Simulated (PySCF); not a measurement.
**A diatomic session: AlCl+**

An exercise on one series of results from a longer session: the logs are not shown, and one member is left open.

Computed with PySCF 2.14.0. Level: Al def2-SVP, Cl def2-SVP, no relativity.

The first run:

A driver script around PySCF takes these settings:

```json
{
 "atoms": "Al, Cl",
 "charge": "1",
 "basis": "Al def2-SVP, Cl def2-SVP",
 "Hamiltonian": "no relativity",
 "basis functions": "36",
 "electrons treated": "29",
 "masses in u": "26.9815, 34.9689",
 "levels": "PBE0, PBE, r²SCAN, TPSS, BHandHLYP, MN15, HSE06, HF, MP2, SCS-MP2, CCSD, CCSD(T)",
 "grid": "80 radial by 434 angular points",
 "occupations": "held fixed by the projection of orbital angular momentum",
 "dissociation limit": "Al+ + Cl, each in its ground configuration",
 "starting distance in angstrom": "2.265",
 "values of 2S to try": "1, 3"
}
```

On the command line:

```sh
OMP_NUM_THREADS=1 python dia.py task.json out
```

Steps of the session up to this table: Input; First curve: PBE0; Excited determinants; PBE; r²SCAN; TPSS (meta-GGA); BHandHLYP; MN15 (hybrid meta-GGA); HSE06; UHF; MP2 and coupled cluster.

One table of the session follows, with a row left open; its other results are not shown here.

It belongs to the step «The curves together». Energy (eV) from each level's lowest point:

| R (Å) | UHF | UHF-MP2 | UHF-SCS-MP2 | UHF-CCSD | UHF-CCSD(T) |
| --- | --- | --- | --- | --- | --- |
| 1.757 | 1.235 | 1.249 | 1.260 | n/a | n/a |
| 1.839 | 0.522 | 0.529 | 0.538 | 0.543 | 0.559 |
| 1.920 | 0.143 | 0.146 | 0.152 | 0.157 | 0.167 |
| 1.982 | 0.020 | 0.021 | 0.025 | 0.028 | 0.033 |
| 2.043 | 0.000 | 0.000 | 0.000 | 0.000 | 0.000 |
| 2.104 | ? | ? | ? | ? | ? |
| 2.186 | 0.220 | 0.225 | 0.212 | 0.196 | 0.185 |
| 2.288 | 0.504 | 0.529 | 0.501 | 0.456 | 0.442 |
| 2.411 | 0.864 | 0.971 | 0.915 | 0.793 | 0.787 |
| 2.574 | 1.204 | 1.503 | 1.392 | n/a | n/a |

**Question.** Estimate the row for R (Å) = 2.104.

Worked estimate for «UHF». A straight line through the neighbours (2.043, 0.000) and (2.186, 0.220) gives 0.000 + (0.220 − 0.000) × (2.104 − 2.043) / (2.186 − 2.043) = 0.094; a parabola fitted to 4 rows on both sides gives 0.066.

The run gave: UHF: 0.058; UHF-MP2: 0.058; UHF-SCS-MP2: 0.054; UHF-CCSD: 0.049; UHF-CCSD(T): 0.044. In «UHF» the line misses by +0.036 and the parabola by +0.008.

State 2 has its PBE0 minimum 5.15 eV higher. The other levels ran on the lowest alone.
